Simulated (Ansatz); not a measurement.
Species: N2O, charge -1, doublet. N2O- (parent SMILES [N+](#N)[O-], doublet).
B3LYP-D3(BJ)/def2-TZVP minimum from Ansatz (a quantum-chemistry and plane-wave program):
```
N
N 1 1.1903
O 1 1.3079 2 133.14
```
Charge -1, spin multiplicity 2.

Total energies in aug-cc-pVDZ, 17 correlated electrons, 3 frozen orbitals. UHF or UKS for unpaired electrons; spin-orbit terms are left out. Correlated methods leave the cores frozen. No relativity. The UHF reference of N2O- (parent SMILES N#[N+][O-], doublet) is spin-contaminated (<S^2> up to 0.10 over the pure value in the sets run). The spin of N2O- (parent SMILES N#[N+][O-], doublet) was assumed, and the state is the lowest solution found for it.

```tsv
method	program	energy (Eh)	minus CCSDT(Q) (mEh)
HF	Ansatz	-183.69571	570.89
MP2	Ansatz	-184.22217	44.43
CCSD	Ansatz	-184.23640	30.21
CCSD(T)	Ansatz	-184.26199	4.62
CCSDT(Q)	Ansatz	-184.26661	0.00
```

Rough core times of Ansatz's runs on a shared machine: CCSD(T) under 20 s, CCSDT(Q) 6 min.
